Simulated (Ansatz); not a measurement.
Gas-phase electronic energies from Ansatz, PBE0-D4/def2-TZVP geometries. CBS: MP2 limit from def2 TZ/QZ plus the TZ coupled-cluster correction, frozen cores. This one scheme is used for every species. Functionals use def2-TZVPP. No spin–orbit coupling; open shells (•) take unrestricted orbitals.

Consider the hydrogen abstraction from the Al–H bond: `[AlH2][O][SiH3]` + `[OH]`• → `[AlH][O][SiH3]`• + H₂O.

`[AlH2][O][SiH3]`:

```xyz
8

Al    1.827    0.391    0.061
O     0.188    0.023    0.006
Si   -1.402   -0.302   -0.048
H     2.783   -0.329   -0.969
H     2.317    1.434    1.142
H    -1.717   -1.438    0.859
H    -1.808   -0.665   -1.432
H    -2.187    0.886    0.381
```

`[OH]`•:

Cartesian coordinates in Å:
```
O 0.266 0.386 -0.130
H -0.266 -0.386 0.130
```

`[AlH][O][SiH3]`•:

```xyz
7

Al   -0.379   -2.151    0.482
O    -0.104   -0.525    0.115
Si    0.087    1.088    0.041
H    -0.046   -3.203   -0.688
H     0.832    1.457   -1.192
H    -1.239    1.761    0.020
H     0.850    1.573    1.223
```

H₂O:

Z-matrix (Å, degrees):
```
O
H 1 0.960
H 1 0.960 2 105.1
```

Question: Is it downhill or uphill in electronic energy at CCSD(T)/CBS, and by how much? (Best estimate.)

Answer: The calculation gave: Downhill: ΔE = -155.5 kJ/mol.

Question: What do these levels give: B97M-V, CAM-B3LYP-D4, PBE, r2SCANh, RPA@PBE/def2-TZVPP, HF/def2-SVP, HF/def2-TZVPP, SCS-MP2/def2-TZVPP, CCSD/def2-TZVPP, MP2/def2-QZVPP, SCS-MP2/def2-QZVPP, HF/CBS(def2)? (Best estimate.)

Answer: Computed: B97M-V -131.1, CAM-B3LYP-D4 -147.5, PBE -175.6, r2SCANh -150.8, RPA@PBE/def2-TZVPP -133.4, HF/def2-SVP -65.7, HF/def2-TZVPP -77.0, SCS-MP2/def2-TZVPP -154.7, CCSD/def2-TZVPP -139.7, MP2/def2-QZVPP -180.0, SCS-MP2/def2-QZVPP -159.6, HF/CBS(def2) -78.3 kJ/mol.

Largest T1 diagnostic among the species: 0.015.

From BLYP to BHLYP (50 % exact exchange), in def2-TZVPP and without D4, ΔE moves by +33.1 kJ/mol. At CCSD(T), def2-SVP lies +28.4 kJ/mol from the extrapolated value and def2-TZVPP +8.4 kJ/mol.
